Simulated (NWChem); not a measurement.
Species: OH, doublet; SMILES [OH]

Computed with NWChem. Spin-unrestricted. The state is orbitally degenerate and is run as one real component. Coordinates come from a PBE0/def2-SVP, spin-unrestricted optimisation. No stability test was run on the SCF state. Solvent water, SMD (1 M gas to 1 M solution), gas-phase geometry. Reactions with the solvent are ignored.

Task: Predict the results for B3LYP/STO-3G. Quantities: solvation free energy (kcal/mol); cavity-dispersion-structure term (kcal/mol); dipole in solution (D).

Result: 
| Property | Result |
|---|---|
| solvation free energy (kcal/mol) | -2.3 |
| cavity-dispersion-structure term (kcal/mol) | 0.7 |
| dipole in solution (D) | 1.35 |
